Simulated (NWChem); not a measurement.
# NH (imidogen) at UB3LYP/cc-pVDZ

Aim: the vertical ionisation energy of NH (imidogen) at UB3LYP/cc-pVDZ, from 2 runs. 

Program for the calculation: NWChem 7.3.0.

8 further runs of the same task are left out: 8 set aside as unsound or not needed.

**1. Starting point**

The species is NH (2 atoms), meant as a triplet with charge 0. As SMILES, `[NH]`. Geometry: the measured bond length.

Bond lengths: N1–H2 1.036 Å.

**2. The energy at UB3LYP/cc-pVDZ**

work.xyz reads:

```xyz
2
HN B3LYP
N      0.000000     0.000000     0.000000
H      0.000000     0.000000     1.036210
```

work.nw reads:

```
start work
title "HN B3LYP"
memory stack 880 mb heap 220 mb global 1100 mb
charge 0
geometry noautosym nocenter noautoz
 load format xyz work.xyz
end
basis spherical bse
 * library cc-pVDZ
end
dft
 xc b3lyp
 mult 3
 grid huge
 convergence energy 1e-08
 maxiter 100
 mulliken
 noprint "final vectors analysis"
end
task dft energy
```

Launch:

```sh
$ nwchem work.nw > work.out
```

The log of the run:

```text
[...]
          Wavefunction type:  spin polarized.
          No. of atoms     :     2
          No. of electrons :     8
[...]
          Charge           :     0
          Spin multiplicity:     3
[...]
          AO basis - number of functions:    19
[...]
              XC Information
              --------------
                         B3LYP Method XC Potential
                     Hartree-Fock (Exact) Exchange  0.200
                        Slater Exchange Functional  0.800 local
                    Becke 1988 Exchange Functional  0.720 non-local
              Lee-Yang-Parr Correlation Functional  0.810
                  VWN I RPA Correlation Functional  0.190 local
[...]
 d= 0,ls=0.0,diis     1    -55.2019223440 -5.88D+01  1.22D-02  5.80D-02     0.8
[...]
 d= 0,ls=0.0,diis     8    -55.2230840446 -1.05D-09  1.20D-06  1.92D-10     5.3
[...]
         Total DFT energy =      -55.223084044557
      One electron energy =      -81.712259836667
           Coulomb energy =       30.120212626386
    Exchange-Corr. energy =       -7.205834165896
 Nuclear repulsion energy =        3.574797331620
[...]
      Total Density - Mulliken Population Analysis
     ---------------------------------------------
    Atom       Charge   Shell Charges
 -----------   ------   -------------------------------------------------------
    1 N    7     7.11   2.01  0.87  0.98  2.03  1.22  0.01
    2 H    1     0.89   0.73  0.11  0.05
[...]
      <S2> =      2.0048 (Exact =     2.0000)
[...]
```

It took 6 s on 1 thread of Intel Xeon Platinum 8375C at 2.90GHz (Ice Lake), shared host; peak memory 0.12 GiB.

**3. The doublet cation**

mymol.xyz reads:

```xyz
2
HN B3LYP
N      0.000000     0.000000     0.000000
H      0.000000     0.000000     1.036210
```

mymol.nw reads:

```
start mymol
title "HN B3LYP"
memory total 2200 mb
charge 1

geometry units angstroms noautosym nocenter noautoz
  load format xyz mymol.xyz
end

basis "ao basis" spherical bse
  * library cc-pVDZ
end

dft
  xc b3lyp
  mult 2
  grid huge
  convergence energy 1e-08
  iterations 100
  mulliken
  noprint "final vectors analysis"
end

task dft
```

Launch:

```sh
$ nwchem mymol.nw > mymol.out
```

The log of the run:

```text
[...]
          Wavefunction type:  spin polarized.
          No. of atoms     :     2
          No. of electrons :     7
[...]
          Charge           :     1
          Spin multiplicity:     2
[...]
          AO basis - number of functions:    19
[...]
              XC Information
              --------------
                         B3LYP Method XC Potential
                     Hartree-Fock (Exact) Exchange  0.200
                        Slater Exchange Functional  0.800 local
                    Becke 1988 Exchange Functional  0.720 non-local
              Lee-Yang-Parr Correlation Functional  0.810
                  VWN I RPA Correlation Functional  0.190 local
[...]
 d= 0,ls=0.0,diis     1    -54.7035977243 -5.83D+01  1.13D-02  6.33D-02     0.8
[...]
 d= 0,ls=0.0,diis     8    -54.7266273767 -8.35D-11  5.92D-07  6.41D-12     5.1
[...]
         Total DFT energy =      -54.726627376697
      One electron energy =      -77.631101602119
           Coulomb energy =       26.122513839343
    Exchange-Corr. energy =       -6.792836945541
 Nuclear repulsion energy =        3.574797331620
[...]
      Total Density - Mulliken Population Analysis
     ---------------------------------------------
    Atom       Charge   Shell Charges
 -----------   ------   -------------------------------------------------------
    1 N    7     6.30   2.01  1.01  0.87  1.74  0.66  0.01
    2 H    1     0.70   0.65  0.00  0.05
[...]
      <S2> =      0.7520 (Exact =     0.7500)
[...]
```

It took 5.7 s on 1 thread of Intel Xeon Platinum 8375C at 2.90GHz (Ice Lake), shared host; peak memory 0.12 GiB.

**4. What came out**

Level: UB3LYP/cc-pVDZ.

| quantity | value |
| --- | --- |
| triplet NH: total energy | -55.22308 Eh |
| triplet NH: dipole moment | 1.51 D |
| triplet NH: ⟨S²⟩ | 2.005 |
| doublet cation: total energy | -54.72663 Eh |
| doublet cation: ⟨S²⟩ | 0.752 |
| vertical ionisation energy (to the doublet cation) | 13.509 eV |

In words: Removing an electron at fixed nuclei costs 13.51 eV (312 kcal/mol).
